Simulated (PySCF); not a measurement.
Level of theory: TPSSh-D3(BJ)/def2-TZVP // PBE0-D3(BJ)/def2-TZVP (PySCF). All species are isolated molecules in the gas phase. Delta-SCF ions had no search for a lower state. 

Reference species (SMILES): `I` (neutral, multiplicity 1).

```
Item                                      Result
--------------------------------------  --------
vertical ionisation energy (Delta-SCF)  10.57 eV
HOMO–LUMO gap                            6.13 eV
```

Changed species: `[SiH4]`.

**Question.** What does the change do to the vertical ionisation energy (Delta-SCF) and HOMO–LUMO gap?

**Answer.** the vertical ionisation energy (Delta-SCF) rises by 1.84 eV, to 12.41 eV; the HOMO–LUMO gap increases by 3.94 eV, to 10.07 eV.
